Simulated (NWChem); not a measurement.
All runs are NWChem calculations. System: ethanethiol (C2H6S), charge 0, spin multiplicity 1, at a geometry optimised with B3LYP/def2-SVP. Level: B3LYP/def2-TZVP, VWN1-RPA local correlation.

Part of the output:

```
             Northwest Computational Chemistry Package (NWChem) 7.3.0
             --------------------------------------------------------

                                NWChem Input Module
                                -------------------

 Scaling coordinates for geometry "geometry" by  1.889725989
 (inverse scale =  0.529177249)

                             Geometry "geometry" -> ""
                             -------------------------

 Output coordinates in angstroms (scale by  1.889725989 to convert to a.u.)

  No.       Tag          Charge          X              Y              Z
 ---- ---------------- ---------- -------------- -------------- --------------
    1 C                    6.0000    -1.48280400     0.76946000    -0.25156200
    2 C                    6.0000    -0.54550500    -0.41685000    -0.44523100
    3 S                   16.0000     1.07311200    -0.26195800     0.41399600
    4 H                    1.0000    -2.45150400     0.58324300    -0.74628600
    5 H                    1.0000    -1.05784300     1.68959400    -0.68477400
    6 H                    1.0000    -1.66954400     0.95714800     0.81693400
    7 H                    1.0000    -0.98226800    -1.33466100    -0.02035600
    8 H                    1.0000    -0.36585300    -0.61754100    -1.51300600
    9 H                    1.0000     1.52706400     0.79788800    -0.29568500

 Effective nuclear repulsion energy (a.u.)     106.3998438489

            Nuclear Dipole moment (a.u.)
            ----------------------------
        X                 Y               Z
 ---------------- ---------------- ----------------
    -0.0000188973     0.0000056692     0.0000094486


 Summary of "ao basis" -> "" (spherical)
 ------------------------------------------------------------------------------
       Tag                 Description            Shells   Functions and Types
 ---------------- ------------------------------  ------  ---------------------
 *                         def2-tzvp                  on all atoms

                                 NWChem DFT Module
                                 -----------------

 Summary of "ao basis" -> "ao basis" (spherical)
 ------------------------------------------------------------------------------
       Tag                 Description            Shells   Functions and Types
 ---------------- ------------------------------  ------  ---------------------
 C                         def2-tzvp                11       31   5s3p2d1f
 S                         def2-tzvp                13       37   5s5p2d1f
 H                         def2-tzvp                 4        6   3s1p

 Summary of "ao basis" -> "ao basis" (spherical)
 ------------------------------------------------------------------------------
       Tag                 Description            Shells   Functions and Types
 ---------------- ------------------------------  ------  ---------------------
 C                         def2-tzvp                11       31   5s3p2d1f
 S                         def2-tzvp                13       37   5s5p2d1f
 H                         def2-tzvp                 4        6   3s1p

            General Information
            -------------------
          SCF calculation type: DFT
          Wavefunction type:  closed shell.
          No. of atoms     :     9
          No. of electrons :    34
           Alpha electrons :    17
            Beta electrons :    17
          Charge           :     0
          Spin multiplicity:     1
          Use of symmetry is: off; symmetry adaption is: off
          Maximum number of iterations: 100
          AO basis - number of functions:   135
                     number of shells:    59
          Convergence on energy requested:  1.00D-06
          Convergence on density requested:  1.00D-05
          Convergence on gradient requested:  5.00D-04

              XC Information
              --------------
                         B3LYP Method XC Potential
                     Hartree-Fock (Exact) Exchange  0.200
                        Slater Exchange Functional  0.800 local
                    Becke 1988 Exchange Functional  0.720 non-local
              Lee-Yang-Parr Correlation Functional  0.810
[...]
      -------------------------------
          Density screening/tol_rho:  1.00D-10
          AO Gaussian exp screening on grid/accAOfunc:  14
          CD Gaussian exp screening on grid/accCDfunc:  20
          XC Gaussian exp screening on grid/accXCfunc:  20
          Schwarz screening/accCoul:  1.00D-08

      Superposition of Atomic Density Guess
      -------------------------------------

 Sum of atomic energies:        -475.82101295

      Non-variational initial energy
      ------------------------------

 Total energy =    -477.405464
 1-e energy   =    -864.119663
 2-e energy   =     280.314355
 HOMO         =      -0.391013
 LUMO         =      -0.291680

------------------------------------------------------------
EAF file 0: "./mol.aoints.0" size=524288 bytes
------------------------------------------------------------
               write      read    awrite     aread      wait
               -----      ----    ------     -----      ----
     calls:        1         0         0         0         0
   data(b): 5.24e+05  0.00e+00  0.00e+00  0.00e+00
   time(s): 0.00e+00  0.00e+00  0.00e+00  0.00e+00  0.00e+00
rate(mb/s): 0.00e+00  0.00e+00
------------------------------------------------------------

   convergence    iter        energy       DeltaE   RMS-Dens  Diis-err    time
 ---------------- ----- ----------------- --------- --------- ---------  ------
 d= 0,ls=0.0,diis     1   -474.7381597957 -5.81D+02  7.83D+00  1.24D+01     4.9
 d= 0,ls=0.0,diis     2   -477.6547052388 -2.92D+00  2.07D-02  2.92D+00     6.0
 d= 0,ls=0.0,diis     3   -477.9125773525 -2.58D-01  1.26D-02  1.32D+00     7.0
 d= 0,ls=0.0,diis     4   -478.0761981152 -1.64D-01  1.21D-03  3.05D-02     8.1
 d= 0,ls=0.0,diis     5   -478.0781746183 -1.98D-03  4.69D-04  1.43D-02     9.1
  Resetting Diis
 d= 0,ls=0.0,diis     6   -478.0799836698 -1.81D-03  1.01D-04  3.84D-04    10.2
 d= 0,ls=0.0,diis     7   -478.0800356709 -5.20D-05  5.30D-05  2.78D-05    11.4
 d= 0,ls=0.0,diis     8   -478.0800336966  1.97D-06  2.66D-05  4.41D-05    12.5
 d= 0,ls=0.0,diis     9   -478.0800394689 -5.77D-06  2.64D-06  1.48D-07    13.6
 d= 0,ls=0.0,diis    10   -478.0800394810 -1.20D-08  9.41D-07  5.67D-08    14.9

         Total DFT energy =     -478.080039480976
      One electron energy =     -867.523892710972
           Coulomb energy =      321.838352651789
    Exchange-Corr. energy =      -38.794343270721
 Nuclear repulsion energy =      106.399843848927

 Numeric. integr. density =       33.999993915986

     Total iterative time =     14.2s

                       DFT Final Molecular Orbital Analysis
                       ------------------------------------

 Vector   15  Occ=2.000000D+00  E=-3.583846D-01
              MO Center= -7.3D-01,  1.5D-01, -2.9D-01, r^2= 2.9D+00
   Bfn.  Coefficient  Atom+Function         Bfn.  Coefficient  Atom+Function
  ----- ------------  ---------------      ----- ------------  ---------------
   119      0.202556  7 H  s                107      0.186242  5 H  s
    38     -0.160753  2 C  py                 7      0.150657  1 C  py
    37     -0.136973  2 C  px               118      0.135351  7 H  s
    77      0.126665  3 S  px               106      0.125430  5 H  s
     6      0.121011  1 C  px               120      0.115284  7 H  s

 Vector   16  Occ=2.000000D+00  E=-3.252779D-01
              MO Center=  4.3D-01, -1.9D-01,  1.8D-01, r^2= 3.1D+00
   Bfn.  Coefficient  Atom+Function         Bfn.  Coefficient  Atom+Function
  ----- ------------  ---------------      ----- ------------  ---------------
    79      0.269556  3 S  pz                77      0.221990  3 S  px
    67      0.203255  3 S  s                 66      0.195849  3 S  s
    82      0.175604  3 S  pz                80      0.151894  3 S  px
    39     -0.148401  2 C  pz                78     -0.142669  3 S  py
    37     -0.138669  2 C  px                76      0.134247  3 S  pz

 Vector   17  Occ=2.000000D+00  E=-2.402462D-01
              MO Center=  9.3D-01, -2.2D-01,  3.2D-01, r^2= 2.0D+00
   Bfn.  Coefficient  Atom+Function         Bfn.  Coefficient  Atom+Function
  ----- ------------  ---------------      ----- ------------  ---------------
    79      0.327324  3 S  pz                78      0.309038  3 S  py
    82      0.269838  3 S  pz                81      0.252168  3 S  py
    77     -0.210756  3 S  px                80     -0.175484  3 S  px
    76      0.161735  3 S  pz                75      0.150322  3 S  py
    70     -0.128770  3 S  pz                69     -0.120492  3 S  py

 Vector   18  Occ=0.000000D+00  E= 5.556067D-03
              MO Center=  5.0D-01,  5.2D-02, -1.4D-01, r^2= 5.2D+00
   Bfn.  Coefficient  Atom+Function         Bfn.  Coefficient  Atom+Function
  ----- ------------  ---------------      ----- ------------  ---------------
    36      2.033812  2 C  s                132     -1.016269  9 H  s
     5      1.000864  1 C  s                126     -0.901473  8 H  s
   120     -0.868729  7 H  s                108     -0.714909  5 H  s
    80      0.654567  3 S  px                81      0.613171  3 S  py
   114     -0.574266  6 H  s                 13      0.437475  1 C  py

 Vector   19  Occ=0.000000D+00  E= 4.352215D-02
              MO Center=  9.1D-01,  8.1D-02, -8.4D-04, r^2= 4.7D+00
   Bfn.  Coefficient  Atom+Function         Bfn.  Coefficient  Atom+Function
  ----- ------------  ---------------      ----- ------------  ---------------
    36      1.553467  2 C  s                 67     -1.457594  3 S  s
   132      0.885003  9 H  s                  5     -0.775086  1 C  s
    80      0.631739  3 S  px                82      0.600019  3 S  pz
    43      0.487984  2 C  px                45      0.484194  2 C  pz
   120     -0.464741  7 H  s                 12     -0.387788  1 C  px

 Vector   20  Occ=0.000000D+00  E= 5.321031D-02
              MO Center= -1.4D+00,  3.9D-01, -3.4D-01, r^2= 6.9D+00
   Bfn.  Coefficient  Atom+Function         Bfn.  Coefficient  Atom+Function
  ----- ------------  ---------------      ----- ------------  ---------------
     5      4.370425  1 C  s                102     -1.934005  4 H  s
   108     -1.253113  5 H  s                114     -1.256657  6 H  s
   120     -0.863695  7 H  s                 44     -0.841092  2 C  py
   126     -0.652593  8 H  s                132      0.592176  9 H  s
    80     -0.436713  3 S  px                36     -0.313722  2 C  s

 center of mass
 --------------
 x =   0.15024295 y =  -0.06252790 z =   0.07350919

 moments of inertia (a.u.)
 ------------------
         110.369846858749          78.074950002395         -81.153218043124
          78.074950002395         330.177027882402          12.743714432881
         -81.153218043124          12.743714432881         350.368762210486

     Multipole analysis of the density
     ---------------------------------

     L   x y z        total         alpha         beta         nuclear
     -   - - -        -----         -----         ----         -------
     0   0 0 0     -0.000000    -17.000000    -17.000000     34.000000

     1   1 0 0     -0.451656     -0.225819     -0.225819     -0.000019
     1   0 1 0      0.186272      0.093133      0.093133      0.000006
     1   0 0 1     -0.412113     -0.206061     -0.206061      0.000009

     2   2 0 0    -20.771153    -93.858695    -93.858695    166.946237
     2   1 1 0      1.702104     22.346985     22.346985    -42.991866
     2   1 0 1     -0.491268    -21.878400    -21.878400     43.265532
     2   0 2 0    -20.495447    -32.751289    -32.751289     45.007132
     2   0 1 1     -0.576283      3.046819      3.046819     -6.669921
     2   0 0 2    -21.103665    -25.517517    -25.517517     29.931368

 Task  times  cpu:       14.9s     wall:       14.9s

 Total times  cpu:       14.9s     wall:       14.9s
```

Write an NWChem input that would produce this output.

Several could match; the one computed here: 
```
start mol
memory heap 200 mb stack 900 mb global 1100 mb
geometry units angstroms nocenter noautoz noautosym
  C     -1.482804     0.769460    -0.251562
  C     -0.545505    -0.416850    -0.445231
  S      1.073112    -0.261958     0.413996
  H     -2.451504     0.583243    -0.746286
  H     -1.057843     1.689594    -0.684774
  H     -1.669544     0.957148     0.816934
  H     -0.982268    -1.334661    -0.020356
  H     -0.365853    -0.617541    -1.513006
  H      1.527064     0.797888    -0.295685
end
basis spherical
  * library def2-tzvp
end
dft
  xc b3lyp
  semidirect memsize 60000000 filesize 0
  iterations 100
end
task dft energy
```
